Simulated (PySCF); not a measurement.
Nitrosomethane, CH3NO.
Bonds: C1–N2, N2–O3 (double). Hydrogens: H4, H5, H6 on C1.

Computed by this run: PySCF, PBE/6-31+G* geometry optimisation, gas phase; density fitting, grid level 1; the optimiser is geomeTRIC in internal coordinates, started from a GFN2-xTB structure.

Step 0: E = -4615.3596 eV
```
atom  x, y, z in Å  |  force x, y, z in eV/Å
C1     -0.3537    0.0486    0.0535   -0.397   0.724  -0.233
N2      0.9321   -0.5869    0.1684    0.292  -1.551   0.541
O3      1.8991    0.0617   -0.1614    0.558   0.820  -0.349
H4     -0.8034    0.0227    1.0470   -0.230  -0.062   0.454
H5     -0.9641   -0.5910   -0.5853   -0.293  -0.334  -0.256
H6     -0.3124    1.0702   -0.3345    0.070   0.403  -0.157
```

Step 1: E = -4615.4144 eV
```
atom  x, y, z in Å  |  force x, y, z in eV/Å
C1     -0.3628    0.0497    0.0537   -0.154  -0.004   0.014
N2      0.9539   -0.6146    0.1752    0.068  -0.098   0.031
O3      1.8899    0.0890   -0.1694    0.126   0.056  -0.029
H4     -0.8191    0.0236    1.0598   -0.022   0.010   0.020
H5     -0.9828   -0.5982   -0.5920   -0.022  -0.005  -0.019
H6     -0.2816    1.0758   -0.3397    0.004   0.042  -0.016
```

Q: Estimate the geometry and energy of step 2. (The exact step hangs on the optimiser's Hessian estimate; all steps are aligned on step 1, rigid shifts and turns removed.)

A: E = -4615.4152 eV, largest force 0.114 eV/Å
```
atom  x, y, z in Å  |  force x, y, z in eV/Å
C1     -0.3650    0.0490    0.0541   -0.055   0.050  -0.014
N2      0.9582   -0.6139    0.1745    0.086  -0.072   0.019
O3      1.8978    0.0874   -0.1696   -0.055   0.018   0.002
H4     -0.8226    0.0242    1.0606    0.013   0.000   0.000
H5     -0.9864   -0.5980   -0.5924    0.015  -0.001  -0.005
H6     -0.2843    1.0765   -0.3397   -0.003   0.006  -0.002
```

The energy changes by -0.0008 eV. The first-order estimate −F·Δx gives -0.0017 eV and the mean of the old and new forces, exact on a quadratic surface, -0.0008 eV. The step makes an angle of 53° with the force vector and moves no atom by more than 0.008 Å.

What follows is the cost of the whole optimisation. On an Intel Xeon Platinum 8488C with one thread, no GPU, on a shared host, this took 9.5 s wall and 0.28 GiB of memory at its peak.
